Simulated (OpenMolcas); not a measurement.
**CHF2O (SMILES O[C](F)F) at UHF/pcseg-0 (Cholesky decomposition)**

What is the electrostatic solvation energy at fixed shape (PCM, acetonitrile) of CHF2O at UHF/pcseg-0 (Cholesky decomposition)? 

Program for the calculation: OpenMolcas 26.06.

5 further runs of the same task are left out: 5 set aside as unsound or not needed.

### Step 1. The molecule

CHF2O has 5 atoms, charge 0, and is taken as a doublet. As SMILES, `O[C](F)F`. The coordinates come from a GFN2-xTB relaxation. This is one conformer, not always the lowest.

Bond lengths: O1–C2 1.317 Å, C2–F3 1.344 Å, C2–F4 1.345 Å, O1–H5 0.974 Å. Angles: O1–C2–F3 116.5°, O1–C2–F4 116.3°, F3–C2–F4 108.6°, C2–O1–H5 115.0°.

### Step 2. Energy and one-electron properties at UHF/pcseg-0 (Cholesky decomposition)

Contents of test.inp:

```
&GATEWAY
  BasLib=$CurrDir
  Coord
  5
  bohr
  O     -0.41522952     1.68448297    -0.80551466
  C      0.21446502    -0.71531803    -0.62136085
  F      2.01499607    -1.28688459     1.07682264
  F     -1.70022439    -2.36731661    -0.35918024
  H     -0.11402607     2.68501736     0.70923311
  Basis=pcseg-0
  Group=NoSym

&SEWARD
  High

&SCF
  UHF
  Spin=2
  PrOrbitals=1 1
```

The basis set pcseg-0 is read from a file made from the Basis Set Exchange's data (not shown).

Command:

```
export MOLCAS_MEM=1860
pymolcas test.inp > test.log
```

Log:

```text
--- Start Module: gateway ---
[...]
--- Stop Module: gateway /rc=_RC_ALL_IS_WELL_ ---
--- Start Module: seward ---
[...]
      Basis functions           38
--- Stop Module: seward /rc=_RC_ALL_IS_WELL_ ---
--- Start Module: scf ---
[...]
       Convergence after  12 Iterations
[...]
::    Total SCF energy                               -311.1931777285
[...]
      Total spin, S                                     0.5023913621
[...]
      Total electronic charge=   33.000000
      Total            charge=   -0.000000
[...]
      Dipole Moment (debye):
      Origin of the operator (angstrom)=    0.0142   -0.3819   -0.0473
                   X=  4.9679E-01               Y=  1.9047E+00               Z=  1.1621E+00           Total=  2.2859E+00
      Quadrupole Moment (debye*angstrom):
[...]
--- Stop Module: scf /rc=_RC_ALL_IS_WELL_ ---
[...]
```

Wall time 2 s (1 thread of Arm Neoverse V2, shared host); peak memory 0.22 GiB.

Atomic charges (e):

| atom | Mulliken |
| --- | --- |
| O1 | -0.764 |
| C2 | +1.197 |
| F3 | -0.445 |
| F4 | -0.433 |
| H5 | +0.444 |

### Step 3. The charge distribution at UHF/pcseg-0 (Cholesky decomposition, PCM acetonitrile)

Contents of test.inp:

```
&gateway
  baslib = $CurrDir
  coord
  5
  bohr
  O     -0.41522952     1.68448297    -0.80551466
  C      0.21446502    -0.71531803    -0.62136085
  F      2.01499607    -1.28688459     1.07682264
  F     -1.70022439    -2.36731661    -0.35918024
  H     -0.11402607     2.68501736     0.70923311
  basis = pcseg-0
  group = NoSym
  rf-input
  PCM-Model
  Solvent=acetonitrile
  End of RF-Input

&seward
  high

&scf
  uhf
  spin = 2
  prorbitals = 1 1
```

The basis set pcseg-0 is read from a file made from the Basis Set Exchange's data (not shown).

Command:

```
export MOLCAS_MEM=1860
pymolcas test.inp > test.log
```

Log:

```text
--- Start Module: gateway ---
[...]
--- Stop Module: gateway /rc=_RC_ALL_IS_WELL_ ---
--- Start Module: seward ---
[...]
      Basis functions           38
--- Stop Module: seward /rc=_RC_ALL_IS_WELL_ ---
--- Start Module: scf ---
[...]
       Convergence after  12 Iterations
[...]
::    Total SCF energy                               -311.2086604848
[...]
      Total spin, S                                     0.5022732509
[...]
      Total electronic charge=   33.000000
      Total            charge=   -0.000000
[...]
      Dipole Moment (debye):
      Origin of the operator (angstrom)=    0.0142   -0.3819   -0.0473
                   X=  5.5289E-01               Y=  2.2480E+00               Z=  1.3681E+00           Total=  2.6891E+00
      Quadrupole Moment (debye*angstrom):
[...]
--- Stop Module: scf /rc=_RC_ALL_IS_WELL_ ---
[...]
```

It took 2.8 s on 1 thread of Arm Neoverse V2, shared host; peak memory 0.22 GiB.

Atomic charges (e):

| atom | Mulliken |
| --- | --- |
| O1 | -0.800 |
| C2 | +1.203 |
| F3 | -0.454 |
| F4 | -0.451 |
| H5 | +0.502 |

### Step 4. Results

At UHF/pcseg-0 (Cholesky decomposition):

```
                                             quantity          value
                              gas phase: total energy  -311.19318 Eh
                             gas phase: dipole moment         2.29 D
        gas phase: HOMO energy (highest over α and β)      -11.78 eV
         gas phase: LUMO energy (lowest over α and β)        3.03 eV
                                      gas phase: ⟨S²⟩          0.755
                      PCM, acetonitrile: total energy  -311.20866 Eh
                     PCM, acetonitrile: dipole moment         2.69 D
PCM, acetonitrile: HOMO energy (highest over α and β)      -11.52 eV
 PCM, acetonitrile: LUMO energy (lowest over α and β)        3.49 eV
                              PCM, acetonitrile: ⟨S²⟩          0.755
     energy change from gas to solvent at fixed shape      -0.421 eV
```

What this shows: The solvent model (PCM, acetonitrile) lowers the energy by 0.42 eV (−40.6 kJ/mol) at the same shape. It holds the electrostatic part alone, without cavity or dispersion terms.
